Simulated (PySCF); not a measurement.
# SiCl2 (SMILES Cl[Si]Cl): CCSDTQ/STO-3G

What is the energy change on altering one bond length of SiCl2 at CCSDTQ/STO-3G? Input form: a Python script.

The calculation is run with PySCF 2.14.0.

8 further runs of the same task are left out: 1 that didn't finish, 7 set aside as unsound or not needed.

## Step 1: The structure to begin with

The species is SiCl2 (3 atoms), meant as a singlet with charge 0. SMILES: `Cl[Si]Cl`. The coordinates come from a GFN2-xTB relaxation.

Bond lengths: Si1–Cl2 2.052 Å, Si1–Cl3 2.052 Å. Angles: Cl2–Si1–Cl3 101.1°.

## Step 2: The energy at CCSDTQ/STO-3G

run.py

```python
from pyscf import gto, cc

mol = gto.M(
    atom='''
Si   0.005140  -0.006950  -0.869340
Cl   1.581630  -0.018940   0.444080
Cl  -1.586770   0.025890   0.425270
''',
    verbose=3,
    basis='sto-3g',
    max_memory=1860,
)

mf = mol.RHF()
mf.conv_tol = 1e-10
mf.kernel()
if not mf.converged:
    mf = mf.newton().run(mf.mo_coeff, mf.mo_occ)

mycc = cc.CCSDTQ(mf, frozen=15)
mycc.kernel()
e_final = mycc.e_tot
print('E(%s) = %.9f' % ('CCSDTQ', e_final))
```

The run is started by

```sh
$ OMP_NUM_THREADS=1 python run.py
```

Log:

```text
converged SCF energy = -1194.84226626375
_make_eris_incore_RCCSDTQ
RCCSDTQ converged
E(RCCSDTQ) = -1194.894783492503   E_corr = -0.05251722875264754
E_corr(same-spin) = -0.0071983323148009
E_corr(oppo-spin) = -0.0453188964378466
E(CCSDTQ) = -1194.894783493
```

Wall time 12 s (1 thread of Arm Neoverse N1, shared host); peak memory 0.13 GiB.

## Step 3: The distorted shape

input.py

```python
from pyscf import gto, scf, cc

molecule = gto.M(
    atom='''
Si    -1.479797    -0.001805    -2.883769
Cl     2.988848    -0.035791     0.839190
Cl    -4.488071     0.060254    -0.437311
''',
    basis='sto-3g',
    unit='bohr',
    verbose=4,
    spin=0,
    max_memory=1860,
)

calc0 = scf.RHF(molecule)
calc0.conv_tol = 1e-10
calc0.kernel()
if not calc0.converged:
    calc0 = calc0.newton().run(calc0.mo_coeff, calc0.mo_occ)

mycc = cc.CCSDTQ(calc0, frozen=15)
mycc.kernel()
e_final = mycc.e_tot
print(f'total energy: {e_final:.8f} hartree')
```

The run is started by

```sh
$ OMP_NUM_THREADS=1 python input.py
```

Log:

```text
PySCF version 2.14.0

[INPUT] num. atoms = 3
[INPUT] num. electrons = 48
[INPUT] charge = 0
[INPUT] spin (= nelec alpha-beta = 2S) = 0
[INPUT] symmetry False subgroup None
[INPUT] Mole.unit = bohr
[INPUT] Symbol           X                Y                Z      unit          X                Y                Z       unit  Magmom
[INPUT]  1 Si    -0.783074849188  -0.000955164866  -1.526024836358 AA   -1.479797000000  -0.001805000000  -2.883769000000 Bohr   0.0
[INPUT]  2 Cl     1.581630248504  -0.018939781556   0.444080223632 AA    2.988848000000  -0.035791000000   0.839190000000 Bohr   0.0
[INPUT]  3 Cl    -2.374984894191   0.031885043667  -0.231415015285 AA   -4.488071000000   0.060254000000  -0.437311000000 Bohr   0.0

nuclear repulsion = 140.388991648518
number of shells = 15
number of NR pGTOs = 81
number of NR cGTOs = 27
basis = sto-3g
ecp = {}

******** <class 'pyscf.scf.hf.RHF'> ********
method = RHF
initial guess = minao
damping factor = 0
level_shift factor = 0
DIIS = <class 'pyscf.scf.diis.CDIIS'>
diis_start_cycle = 1
diis_space = 8
diis_damp = 0
SCF conv_tol = 1e-10
SCF conv_tol_grad = None
SCF max_cycles = 50
direct_scf = True
direct_scf_tol = 1e-13
Set gradient conv threshold to 1e-05
Initial guess from minao.
init E= -1193.53766558811
  HOMO = -0.353424566585978  LUMO = 0.0398680715591022  gap/eV = 10.70204
cycle= 1 E= -1194.62232048969  delta_E= -1.08  |g|= 0.284  |ddm|= 1.94
  HOMO = -0.141290418812998  LUMO = -0.0402166480799925  gap/eV = 2.75036
cycle= 2 E= -1194.70782902577  delta_E= -0.0855  |g|= 0.117  |ddm|= 1.44
  HOMO = -0.217219974808218  LUMO = 0.0577196780521023  gap/eV = 7.48149
cycle= 3 E= -1194.71592731913  delta_E= -0.0081  |g|= 0.0197  |ddm|= 0.277
  HOMO = -0.235564019937362  LUMO = 0.072128788787141  gap/eV = 8.37275
cycle= 4 E= -1194.71666723386  delta_E= -0.00074  |g|= 0.00667  |ddm|= 0.125
  HOMO = -0.23485413299962  LUMO = 0.0729059772528565  gap/eV = 8.37458
cycle= 5 E= -1194.71674842168  delta_E= -8.12e-05  |g|= 0.00257  |ddm|= 0.0322
  HOMO = -0.233412697344293  LUMO = 0.0722875738183188  gap/eV = 8.31853
cycle= 6 E= -1194.71676570502  delta_E= -1.73e-05  |g|= 0.000316  |ddm|= 0.0227
  HOMO = -0.233690703716937  LUMO = 0.0726073363404959  gap/eV = 8.33479
cycle= 7 E= -1194.71676590617  delta_E= -2.01e-07  |g|= 9.8e-05  |ddm|= 0.0019
  HOMO = -0.233666142056625  LUMO = 0.0726131303625824  gap/eV = 8.33428
cycle= 8 E= -1194.71676592837  delta_E= -2.22e-08  |g|= 1.69e-05  |ddm|= 0.000769
  HOMO = -0.233667911985347  LUMO = 0.0726153038638677  gap/eV = 8.33439
cycle= 9 E= -1194.71676592884  delta_E= -4.74e-10  |g|= 3.08e-06  |ddm|= 0.000101
  HOMO = -0.233668518497567  LUMO = 0.0726165464643802  gap/eV = 8.33444
cycle= 10 E= -1194.71676592886  delta_E= -1.48e-11  |g|= 4.56e-07  |ddm|= 1.77e-05
  HOMO = -0.23366857684914  LUMO = 0.0726165527540953  gap/eV = 8.33444
Extra cycle  E= -1194.71676592886  delta_E= -2.27e-13  |g|= 2.1e-07  |ddm|= 1.74e-06
converged SCF energy = -1194.71676592886

******** <class 'pyscf.cc.rccsdtq.RCCSDTQ'> ********
RCCSDTQ nocc = 9, nmo = 12
Allocating only the i<=j<=k<=l part of the T4 amplitude in memory
frozen orbitals 15
max_cycle = 50
conv_tol = 1e-07
conv_tol_normt = 1e-06
diis with the T4 amplitude
diis_space = 6
diis_start_cycle = 0
diis_start_energy_diff = 1e+09
einsum_backend: numpy
_make_eris_incore_RCCSDTQ
blksize  4
Approximate memory usage estimate
    T4 memory                 313 KB
    R4 memory                 313 KB
    Symmetrized T4 memory    52.2 KB
    ERIs memory               162 KB
    T1-ERIs memory            162 KB
    Intermediates memory      103 KB
    Block workspace           324 KB
    T4 einsum buffer          324 KB
Init t2, MP2 energy = -1194.768048388558  E_corr(MP2) -0.051282459701
Init E_corr(RCCSDTQ) = -0.0512824597014439
cycle =  1  E_corr(RCCSDTQ) = -0.056837955703  dE = -5.555496001266e-03  norm(d tamps) = 1.13824578e-01
cycle =  2  E_corr(RCCSDTQ) = -0.069694168822  dE = -1.285621311979e-02  norm(d tamps) = 7.92328592e-02
cycle =  3  E_corr(RCCSDTQ) = -0.068337747161  dE =  1.356421661994e-03  norm(d tamps) = 8.39361281e-02
cycle =  4  E_corr(RCCSDTQ) = -0.070604687974  dE = -2.266940813415e-03  norm(d tamps) = 3.38583102e-02
cycle =  5  E_corr(RCCSDTQ) = -0.073810377205  dE = -3.205689230687e-03  norm(d tamps) = 3.70870635e-02
cycle =  6  E_corr(RCCSDTQ) = -0.074308567505  dE = -4.981903006969e-04  norm(d tamps) = 1.53793415e-02
cycle =  7  E_corr(RCCSDTQ) = -0.074087104891  dE =  2.214626141225e-04  norm(d tamps) = 6.24009998e-03
cycle =  8  E_corr(RCCSDTQ) = -0.074132063294  dE = -4.495840291320e-05  norm(d tamps) = 7.07720908e-03
cycle =  9  E_corr(RCCSDTQ) = -0.073980522872  dE =  1.515404223975e-04  norm(d tamps) = 5.30888633e-03
cycle = 10  E_corr(RCCSDTQ) = -0.074081821538  dE = -1.012986659275e-04  norm(d tamps) = 3.54414979e-03
cycle = 11  E_corr(RCCSDTQ) = -0.074127946779  dE = -4.612524149150e-05  norm(d tamps) = 3.28019230e-03
cycle = 12  E_corr(RCCSDTQ) = -0.074170742070  dE = -4.279529093526e-05  norm(d tamps) = 2.51962596e-03
cycle = 13  E_corr(RCCSDTQ) = -0.074203422388  dE = -3.268031793466e-05  norm(d tamps) = 1.46784431e-03
cycle = 14  E_corr(RCCSDTQ) = -0.074193583748  dE =  9.838640346260e-06  norm(d tamps) = 1.22955727e-03
cycle = 15  E_corr(RCCSDTQ) = -0.074194655018  dE = -1.071270450612e-06  norm(d tamps) = 4.38481404e-04
cycle = 16  E_corr(RCCSDTQ) = -0.074193755990  dE =  8.990283514865e-07  norm(d tamps) = 4.89671294e-04
cycle = 17  E_corr(RCCSDTQ) = -0.074184652983  dE =  9.103006992112e-06  norm(d tamps) = 2.88051196e-04
cycle = 18  E_corr(RCCSDTQ) = -0.074183976645  dE =  6.763377719265e-07  norm(d tamps) = 1.56431267e-04
cycle = 19  E_corr(RCCSDTQ) = -0.074182902800  dE =  1.073844477201e-06  norm(d tamps) = 1.65018458e-04
cycle = 20  E_corr(RCCSDTQ) = -0.074180312444  dE =  2.590356770707e-06  norm(d tamps) = 7.90240358e-05
cycle = 21  E_corr(RCCSDTQ) = -0.074179575886  dE =  7.365579316049e-07  norm(d tamps) = 6.56048302e-05
cycle = 22  E_corr(RCCSDTQ) = -0.074180022049  dE = -4.461632557434e-07  norm(d tamps) = 3.44346975e-05
cycle = 23  E_corr(RCCSDTQ) = -0.074179623813  dE =  3.982360340660e-07  norm(d tamps) = 3.70752857e-05
cycle = 24  E_corr(RCCSDTQ) = -0.074179319120  dE =  3.046927454231e-07  norm(d tamps) = 1.74976643e-05
cycle = 25  E_corr(RCCSDTQ) = -0.074179637282  dE = -3.181616482495e-07  norm(d tamps) = 1.30924081e-05
cycle = 26  E_corr(RCCSDTQ) = -0.074179438113  dE =  1.991691760961e-07  norm(d tamps) = 1.78171088e-05
cycle = 27  E_corr(RCCSDTQ) = -0.074179498891  dE = -6.077870412513e-08  norm(d tamps) = 9.34553294e-06
cycle = 28  E_corr(RCCSDTQ) = -0.074179485071  dE =  1.382026187935e-08  norm(d tamps) = 6.52597362e-06
cycle = 29  E_corr(RCCSDTQ) = -0.074179641477  dE = -1.564060219394e-07  norm(d tamps) = 4.05123101e-06
cycle = 30  E_corr(RCCSDTQ) = -0.074179600280  dE =  4.119734595132e-08  norm(d tamps) = 3.38186969e-06
cycle = 31  E_corr(RCCSDTQ) = -0.074179611278  dE = -1.099766219759e-08  norm(d tamps) = 2.82043741e-06
cycle = 32  E_corr(RCCSDTQ) = -0.074179656442  dE = -4.516397804355e-08  norm(d tamps) = 1.27065887e-06
cycle = 33  E_corr(RCCSDTQ) = -0.074179655789  dE =  6.526721108013e-10  norm(d tamps) = 1.29678976e-06
cycle = 34  E_corr(RCCSDTQ) = -0.074179667144  dE = -1.135507088357e-08  norm(d tamps) = 1.00362555e-06
cycle = 35  E_corr(RCCSDTQ) = -0.074179671274  dE = -4.129954545018e-09  norm(d tamps) = 7.13864498e-07
RCCSDTQ converged
E(RCCSDTQ) = -1194.79094560013   E_corr = -0.07417967127385353
E_corr(same-spin) = -0.00718168507242958
E_corr(oppo-spin) = -0.0669979862014239
total energy: -1194.79094560 hartree
```

Run time: 27 s. Hardware: 1 thread of Arm Neoverse N1, shared host; peak memory 0.12 GiB.

## Step 4: What came out

At CCSDTQ/STO-3G, 15 core orbitals frozen:

| quantity | value |
| --- | --- |
| first shape: total energy | -1194.89478 Eh |
| first shape: dipole moment (Hartree–Fock density) | 2.98 D |
| first shape: HOMO energy (Hartree–Fock orbitals) | -8.33 eV |
| first shape: LUMO energy (Hartree–Fock orbitals) | 3.82 eV |
| first shape: HOMO–LUMO gap (Hartree–Fock orbitals) | 12.15 eV |
| first shape: correlation energy (15 core orbitals frozen) | -52.5 mEh |
| first shape: T1 diagnostic | 0.011 |
| distorted shape: total energy | -1194.79095 Eh |
| distorted shape: dipole moment (Hartree–Fock density) | 8.21 D |
| distorted shape: HOMO energy (Hartree–Fock orbitals) | -6.36 eV |
| distorted shape: LUMO energy (Hartree–Fock orbitals) | 1.98 eV |
| distorted shape: HOMO–LUMO gap (Hartree–Fock orbitals) | 8.33 eV |
| distorted shape: correlation energy (15 core orbitals frozen) | -74.2 mEh |
| distorted shape: T1 diagnostic | 0.036 |
| energy change with the Si1–Cl2 bond stretched from 2.052 to 3.078 Å | 2.826 eV |

With the Si1–Cl2 bond stretched from 2.052 to 3.078 Å the energy rises by 2.83 eV (65 kcal/mol). The first shape isn't relaxed at this level, so the change isn't measured from a minimum. The minimal basis adds a large error of its own.
